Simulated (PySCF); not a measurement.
# C2H2F2O2 (difluoroacetic acid): levels of theory compared

Aim: a comparison of 3 runs (BP86/pc-0, BP86/pc-1, BP86/aug-pc-1) of C2H2F2O2 (difluoroacetic acid). The job is set up through a Python script.

Program for the calculation: PySCF 2.14.0.

### 1 The system as given

C2H2F2O2 has 8 atoms, charge 0, and is taken as a singlet. SMILES: `O=C(O)C(F)F`. Geometry: relaxed at GFN2-xTB. This is one conformer, not always the lowest.

Bond lengths: O1–C2 1.191 Å, C2–O3 1.328 Å, C2–C4 1.549 Å, C4–F5 1.349 Å, C4–F6 1.349 Å, O3–H7 0.973 Å, C4–H8 1.100 Å. Angles: O1–C2–O3 125.3°, O1–C2–C4 124.9°, O3–C2–C4 109.8°, C2–C4–F5 109.7°, C2–C4–F6 109.9°, F5–C4–F6 107.3°, C2–O3–H7 111.4°, C2–C4–H8 112.0°, F5–C4–H8 108.9°, F6–C4–H8 108.9°.

### 2 The charge distribution at BP86/pc-0 (run 1)

The input, geometry.xyz:

```xyz
8

O      0.465700    -1.594840     0.473430
C      0.413640    -0.428810     0.235770
O      1.396640     0.440440     0.438720
C     -0.815920     0.301090    -0.358900
F     -1.121010    -0.226570    -1.562740
F     -1.886630     0.122780     0.441270
H      2.183360     0.006140     0.811180
H     -0.635780     1.379790    -0.478730
```

The input, input.py:

```python
import numpy
from pyscf import gto, scf, dft, lo

system = gto.Mole()
system.atom = 'geometry.xyz'
system.spin = 0
system.verbose = 3
system.max_memory = 1860
system.basis = 'pc-0'
system.build()

mf = dft.RKS(system, xc='bp86')
mf.grids.level = 4
mf.conv_tol = 1e-10
mf.kernel()
if not mf.converged:
    mf = mf.newton().run(mf.mo_coeff, mf.mo_occ)

etot = mf.e_tot
print('E = %.10f Eh' % etot)
dip = mf.dip_moment()
pop, q = mf.mulliken_pop()
quad = mf.quad_moment()
occ = mf.mo_coeff[:, mf.mo_occ > 0]
iaos = lo.vec_lowdin(lo.iao.iao(system, occ), mf.get_ovlp())
c = iaos.T @ mf.get_ovlp() @ occ
pop_iao, q_iao = scf.hf.mulliken_pop(lo.iao.reference_mol(system), (c * mf.mo_occ[mf.mo_occ > 0]) @ c.T, numpy.eye(c.shape[0]), verbose=0)
print('IAO charges', numpy.round(q_iao, 4))
```

On the command line:

```sh
$ OMP_NUM_THREADS=1 python input.py
```

What it wrote:

```text
converged SCF energy = -426.215034005922
[... 1 line left out ...]
Dipole moment(X, Y, Z, Debye):  2.57219,  1.97612,  0.61248
[... 70 lines left out ...]
IAO charges [-0.3531  0.3802 -0.4049  0.3222 -0.2357 -0.2352  0.3683  0.1584]
```

Wall time 16 s (1 thread of Arm Neoverse N1, shared host); peak memory 0.32 GiB.

Atomic charges (e):

```
atom  Mulliken     IAO
  O1    -0.237  -0.353
  C2    +0.233  +0.380
  O3    -0.385  -0.405
  C4    +0.152  +0.322
  F5    -0.159  -0.236
  F6    -0.158  -0.235
  H7    +0.354  +0.368
  H8    +0.200  +0.158
```

### 3 The charge distribution at BP86/pc-1 (run 2)

The input, job.py:

```python
import numpy
from pyscf import gto, scf, dft, lo

molecule = gto.M(
    atom='''
O      0.880045    -3.013811     0.894653
C      0.781666    -0.810333     0.445541
O      2.639267     0.832311     0.829061
C     -1.541865     0.568978    -0.678223
F     -2.118402    -0.428155    -2.953151
F     -3.565214     0.232021     0.833879
H      4.125952     0.011603     1.532908
H     -1.201450     2.607425    -0.904669
''',
    verbose=3,
    basis='pc-1',
    charge=0,
    unit='bohr',
    max_memory=1860,
)

myscf = dft.RKS(molecule, xc='bp86')
myscf.conv_tol = 1e-10
myscf.grids.level = 4
myscf.kernel()
if not myscf.converged:
    myscf = myscf.newton().run(myscf.mo_coeff, myscf.mo_occ)

e_final = myscf.e_tot
print('E(%s) = %.9f' % ('BP86', e_final))
myscf.analyze()
quad = myscf.quad_moment()
occ = myscf.mo_coeff[:, myscf.mo_occ > 0]
iaos = lo.vec_lowdin(lo.iao.iao(molecule, occ), myscf.get_ovlp())
c = iaos.T @ myscf.get_ovlp() @ occ
pop_iao, q_iao = scf.hf.mulliken_pop(lo.iao.reference_mol(molecule), (c * myscf.mo_occ[myscf.mo_occ > 0]) @ c.T, numpy.eye(c.shape[0]), verbose=0)
print('IAO charges', numpy.round(q_iao, 4))
```

On the command line:

```sh
$ OMP_NUM_THREADS=1 python job.py
```

What it wrote:

```text
converged SCF energy = -427.48239083211
[... 16 lines left out ...]
MO #15  energy= -0.50974889322079  occ= 2
[... 15 lines left out ...]
MO #31  energy= 0.222742660141845  occ= 0
[... 15 lines left out ...]
MO #47  energy= 0.915730991816293  occ= 0
[... 15 lines left out ...]
MO #63  energy= 1.84238992213792   occ= 0
[... 15 lines left out ...]
MO #79  energy= 2.44310388818212   occ= 0
[... 24 lines left out ...]
Dipole moment(X, Y, Z, Debye):  2.28074,  2.10782,  0.47840
[... 2 lines left out ...]
IAO charges [-0.3955  0.464  -0.442   0.3832 -0.2667 -0.2661  0.3731  0.15  ]
```

Run time: 27 s. Hardware: 1 thread of Arm Neoverse N1, shared host; peak memory 0.47 GiB.

Atomic charges (e):

```
atom  Mulliken     IAO
  O1    -0.307  -0.396
  C2    +0.306  +0.464
  O3    -0.321  -0.442
  C4    +0.515  +0.383
  F5    -0.263  -0.267
  F6    -0.262  -0.266
  H7    +0.236  +0.373
  H8    +0.096  +0.150
```

### 4 The charge distribution at BP86/aug-pc-1 (run 3)

The input, start.xyz:

```xyz
8

O      0.465700    -1.594840     0.473430
C      0.413640    -0.428810     0.235770
O      1.396640     0.440440     0.438720
C     -0.815920     0.301090    -0.358900
F     -1.121010    -0.226570    -1.562740
F     -1.886630     0.122780     0.441270
H      2.183360     0.006140     0.811180
H     -0.635780     1.379790    -0.478730
```

The input, run.py:

```python
import numpy
from pyscf import gto, scf, dft, lo

mol = gto.M(
    atom='start.xyz',
    spin=0,
    verbose=3,
    basis='aug-pc-1',
    max_memory=1860,
)

mf = dft.RKS(mol, xc='bp86')
mf.grids.level = 4
mf.conv_tol = 1e-10
mf.kernel()
if not mf.converged:
    mf = mf.newton().run(mf.mo_coeff, mf.mo_occ)

e_final = mf.e_tot
print('E = %.10f Eh' % e_final)
mf.analyze()
quad = mf.quad_moment()
occ = mf.mo_coeff[:, mf.mo_occ > 0]
iaos = lo.vec_lowdin(lo.iao.iao(mol, occ), mf.get_ovlp())
c = iaos.T @ mf.get_ovlp() @ occ
pop_iao, q_iao = scf.hf.mulliken_pop(lo.iao.reference_mol(mol), (c * mf.mo_occ[mf.mo_occ > 0]) @ c.T, numpy.eye(c.shape[0]), verbose=0)
print('IAO charges', numpy.round(q_iao, 4))
```

On the command line:

```sh
$ OMP_NUM_THREADS=1 python run.py
```

What it wrote:

```text
converged SCF energy = -427.51175346352
[... 23 lines left out ...]
MO #22  energy= -0.336469609842184 occ= 2
[... 26 lines left out ...]
MO #49  energy= 0.206854305719929  occ= 0
[... 26 lines left out ...]
MO #76  energy= 0.523498483314467  occ= 0
[... 26 lines left out ...]
MO #103 energy= 1.18349613894683   occ= 0
[... 26 lines left out ...]
MO #130 energy= 2.29800940017372   occ= 0
[... 35 lines left out ...]
Dipole moment(X, Y, Z, Debye):  2.22142,  2.16514,  0.44528
[... 2 lines left out ...]
IAO charges [-0.4003  0.4747 -0.4519  0.3848 -0.2717 -0.271   0.3806  0.1547]
```

Wall time 54 s (1 thread of Arm Neoverse N1, shared host); peak memory 1.1 GiB.

Atomic charges (e):

```
atom  Mulliken     IAO
  O1    -0.895  -0.400
  C2    +1.383  +0.475
  O3    -0.797  -0.452
  C4    +1.289  +0.385
  F5    -0.653  -0.272
  F6    -0.653  -0.271
  H7    +0.129  +0.381
  H8    +0.199  +0.155
```

### 5 All runs side by side

```
run          level  energy (Eh)  dipole moment (D)  HOMO energy (eV)  LUMO energy (eV)  wall time
  1      BP86/pc-0  -426.215034               3.30             -7.00             -1.97       16 s
  2      BP86/pc-1  -427.482391               3.14             -7.15             -2.00       27 s
  3  BP86/aug-pc-1  -427.511753               3.13             -7.26             -2.23       54 s
```

### 6 Summary of results

| quantity | value |
| --- | --- |
| run 3: total energy | -427.51175 Eh |
| run 3: dipole moment | 3.13 D |
| run 3: HOMO energy | -7.26 eV |
| run 3: LUMO energy | -2.23 eV |
| run 3: HOMO–LUMO gap | 5.03 eV |

What this shows: The dipole moment (its size) runs from 3.13 D (BP86/aug-pc-1) to 3.30 D (BP86/pc-0). The HOMO–LUMO gap runs from 5.03 eV (BP86/aug-pc-1) to 5.15 eV (BP86/pc-1). All runs together took 97 s, the longest 54 s.
